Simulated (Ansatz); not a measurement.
Input file:

```yaml
crystal:
  periodic: [false, false, false]
  atoms:
    - {symbol: N, position_ang: [0.000663, 0.006071, 0.667613]}
    - {symbol: C, position_ang: [-0.000170, -0.010072, -0.580344]}
    - {symbol: H, position_ang: [0.047794, -0.888112, -1.195886]}
    - {symbol: H, position_ang: [-0.054983, 0.923773, -1.166084]}
basis:
  gaussian: {orbitals: cc-pVDZ}
magnetization: {spin_polarized: true, initial_magnetization: 1}
hamiltonian: {xc: {name: PBE0}}
output: {forces: true, orbitals: {seedname: orbitals}}
```

```sh
$ ansatz run in.yaml --threads 1 --pin off --events-out ev --progress --plain --max-ram 2393MiB
```

(1) Roughly how long does this take on 1 thread of Arm Neoverse V2, shared host, and how much host memory?

```
353 factors; integrals over basis functions are off by at most 1.1e-3 eV
mean field evaluation 1: about -2552.6672 eV, gradient 1.8e1 eV
mean field evaluation 2: about -2552.8917 eV, gradient 1.7e1 eV
mean field evaluation 4: about -2554.3711 eV, gradient 1.2e0 eV
mean field evaluation 8: about -2554.3805 eV, gradient 4.7e-2 eV
mean field evaluation 16: about -2554.3806 eV, gradient 2.2e-5 eV
mean field -2554.38059805 eV, -93.8717555571 hartree, gradient 2.2e-5 eV, S^2 0.763375; 0 other end points of the search recorded, 0 dependent functions left out
the calculation of the forces begins
reference -2554.38061199 eV, -93.8717560694 hartree; 8, 7 occupied and 30, 31 virtual orbitals, 353 factors
Total energy: -2554.38061199 eV, -93.8717560694 hartree
Atom 0 at     0.000663     0.006071     0.667613 Å, force     0.009931    -0.138985    -0.215192 eV/Å
Atom 1 at    -0.000170    -0.010072    -0.580344 Å, force    -0.064991     1.041630     0.559907 eV/Å
Atom 2 at     0.047794    -0.888112    -1.195886 Å, force     0.068624    -1.188227    -0.395208 eV/Å
Atom 3 at    -0.054983     0.923773    -1.166084 Å, force    -0.013565     0.285583     0.050493 eV/Å
Dipole moment:    -0.000573    -0.007194    -0.484044 e Å
```

Forces (eV/Å):
```
N    0.010 -0.139 -0.215
C   -0.065  1.042  0.560
H    0.069 -1.188 -0.395
H   -0.014  0.286  0.050
```

## Answers

(1) 0.75 s wall and 0.15 GiB.
